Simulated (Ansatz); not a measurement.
Basis-set extrapolation for AlBClH₃, SMILES `[AlH2][BH]Cl` (PBE0-D4/def2-TZVP geometry, frozen core, Ansatz). Multiplicity 1, RHF reference.

|  | def2-TZVPP | def2-QZVPP |
| --- | --- | --- |
| HF | -727.871086 | -727.892094 |
| MP2 correlation | -0.365582 | -0.397305 |
| CCSD(T) correlation | -0.426701 | not run |

Energies in hartree. Use E(X) = E(∞) + A·exp(−7.88·√X) for Hartree–Fock and E(X) = E(∞) + B·X^(−2.97) for correlation, with X = 3 and 4, and add CCSD(T) minus MP2 of the smaller set to the MP2 limit.

Task: What is the CCSD(T) energy at the basis-set limit?

Result: HF limit: -727.892094 + (-0.021008) × 0.13774 = -727.89499. MP2 limit: -0.397305 + (-0.031723) × 0.74074 = -0.42080. Higher-order term: -0.426701 − (-0.365582) = -0.06112. Total: -728.37691 hartree, 207.7 kJ/mol below CCSD(T)/def2-TZVPP.
